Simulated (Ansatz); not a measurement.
Born–Oppenheimer molecular dynamics of CH3AlS (6 atoms, charge 0, multiplicity 1). It starts from a relaxed structure.

Theory: Ansatz 0.2.0, RKS PBE0-D4/def2-SVP.

```json
{
  "ensemble": "NVE (velocity Verlet)",
  "time step": "1 fs",
  "steps asked": "250",
  "starting velocities drawn for": "200 K",
  "seed": "271030"
}
```

First frame:

```xyz
6
Properties=species:S:1:pos:R:3
C -0.246 -0.171 -0.755
Al 0.246 0.505 0.974
S 0.522 -1.516 0.375
H -1.282 -0.417 -1.024
H 0.364 -0.006 -1.653
H 0.395 1.606 2.084
```

(1) How far do the bonds stretch over the last three quarters of this one trajectory? (Pairs bonded in most of those frames.)

Answers

(1) 
```tsv
bond	mean (Å)	spread (Å)	shortest	longest
C1–Al2	1.925	0.037	1.86	1.98
C1–S3	1.918	0.028	1.86	1.98
C1–H4	1.099	0.011	1.08	1.12
C1–H5	1.099	0.019	1.07	1.13
Al2–S3	2.128	0.025	2.08	2.18
Al2–H6	1.572	0.005	1.56	1.58
```

Mean temperature of the second half: 100 K. The conserved energy stayed within 0.29 meV per atom of its start (net change 0.23 meV per atom), so the integration is sound. The temperature averaged 0.50 of the 200 K drawn at the start: a run that starts near a minimum puts about half its kinetic energy into the potential. A run of 0.25 ps of so small a system gives no equilibrium averages.

Time of the run: 5.3 min on 1 thread of Arm Neoverse V1, on a shared host, peak memory 0.1 GiB.
